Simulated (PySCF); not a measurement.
Structure problem from calculated spectra and properties.

Formula: C2H9P2; charge +1.

- UV, first state: lowest singlet excitation: 5.78 eV (215 nm, f = 0.016) [TDDFT B3LYP/def2-SVPD]
- Rotational structure: rotational constants A, B, C: 15.669, 1.726, 1.633 GHz [PBE0-D3(BJ)/def2-SVP]
- Polarisability: 70.6 au [B3LYP/def2-SVPD]
- XPS: P2p3/2 141.2, P2p3/2 144.0, C1s 296.2, C1s 296.4, P1s 2154.8, P1s 2157.6 eV [ΔSCF SCAN, pcX-2 on the ionised atom, pcseg-1 elsewhere, spin-free X2C, 2p3/2 from a spin–orbit splitting computed afterwards within the 2p shell]
- 13C NMR: chemical shifts (computed TMS as zero) by class: 4.6 (1 C), 2.9 (1 C) ppm [GIAO PBE0/pcSseg-1]
- 1H NMR: chemical shifts (computed TMS as zero) by class: 5.73 (2 H), 4.15 (2 H), 2.27 (2 H), 2.13 (3 H) ppm [GIAO PBE0/pcSseg-1]

Gas-phase values; electronic properties from PySCF, density fitting. Levels stand in brackets. Isolated species at its PBE0-D3(BJ)/def2-SVP geometry (one conformer only). NMR values are class means; diastereotopic atoms form classes of their own.

Q: Give a SMILES that accounts for the data.

A: Numbering: `[CH3:1][PH2+:2][CH2:3][PH2:4]`. 2 carbons fall into 2 classes; from least to most shielded: sp3 carbon bound to phosphorus [C3] (4.6 ppm), sp3 carbon bound to phosphorus [C1] (2.9 ppm). Hydrogen classes from least to most shielded: 2 H on a phosphonium phosphorus, P2 (5.73 ppm), 2 H on a phosphine phosphorus, P4 (4.15 ppm, a mean of values up to 0.6 ppm apart in this geometry), 2 H on an sp3 carbon bound to phosphorus, C3 (2.27 ppm, a mean of values up to 0.9 ppm apart in this geometry), 3 H on an sp3 carbon bound to phosphorus, C1 (2.13 ppm). The core levels belong to: P2p3/2 141.2 eV, phosphine phosphorus [P4]; P2p3/2 144.0 eV, phosphonium phosphorus [P2]; C1s 296.2 eV, sp3 carbon bound to phosphorus [C3]; C1s 296.4 eV, sp3 carbon bound to phosphorus [C1]; P1s 2154.8 eV, phosphine phosphorus [P4]; P1s 2157.6 eV, phosphonium phosphorus [P2]. S1 is mainly HOMO→LUMO (weight 0.99); the largest Löwdin shares of the orbital it empties are 0.67 on the phosphine phosphorus, 0.13 on an sp3 carbon bound to phosphorus and 0.08 on each of 2 atoms of one kind (P–H hydrogen), of the orbital it fills 0.33 on the phosphonium phosphorus, 0.12 on the phosphine phosphorus, 0.11 on a P–H hydrogen and 0.10 on a P–H hydrogen. By its constants the optimised geometry is an asymmetric top. Structure: `C[PH2+]CP`. The assignments are read from this structure; whether some other isomer fits the data as well wasn't checked.

Shape of the structure used: `[CH3:1][PH2+:2][CH2:3][PH2:4]`: C1–P2–C3–P4 -177°, H–P4–C3–P2 -91°, H–P4–C3–P2 175°.
